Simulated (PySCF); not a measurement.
Compound: H5OPSi.
SMILES: `O[SiH2]P`

Method: MP2 and CCSD/aug-cc-pVDZ in PySCF, restricted Hartree–Fock reference, 11 core orbitals frozen, non-relativistic, gas phase, PBE0-D3(BJ)/def2-SVP geometry.

E(HF) = -707.49770 Eh.

**Question.** How large is the problem?

**Answer.** 122 basis functions and 42 electrons; 11 orbitals frozen, which leaves o = 10 correlated occupied and v = 101 virtual orbitals. That is o·v = 1010 singles and o·v(o·v + 1)/2 = 510555 distinct closed-shell doubles amplitudes before symmetry; the costliest CCSD step grows as o²v⁴ = 1.0 × 10^10.

**Question.** What are the MP2 and CCSD correlation energies?

**Answer.** MP2 -0.4420 Eh and CCSD -0.4863 Eh, which gives totals of -707.93969 and -707.98403 Eh. That is 0.662 eV for each correlated electron at CCSD (1277 kJ/mol in all, 0.069 % of the total energy); MP2 gives 90.9 % of the CCSD value.

**Question.** What is the T1 diagnostic?

**Answer.** 0.0138, below the customary warning level of 0.02. It is the norm of the spatial-orbital singles amplitudes over the root of the number of correlated electrons, so the norm is 0.062.

**Question.** How does correlation change the dipole moment?

**Answer.** HF gives 0.68 D and CCSD (unrelaxed density) 0.63 D, a change of -0.05 D; the two vectors are 11° apart.

Connected triples and the basis-set limit are missing.

The job also held the EOM ionisation and excitation roots. Hardware: an Intel Xeon Platinum 8488C with one thread, no GPU, on a shared host. Cost: 4.8 min wall, 1.7 GiB resident at most.

The values belong to the conformer `[OH:1][SiH2:2][PH2:3]`: H–O1–Si2–P3 -54°, H–P3–Si2–O1 -85°, H–P3–Si2–O1 -179°.
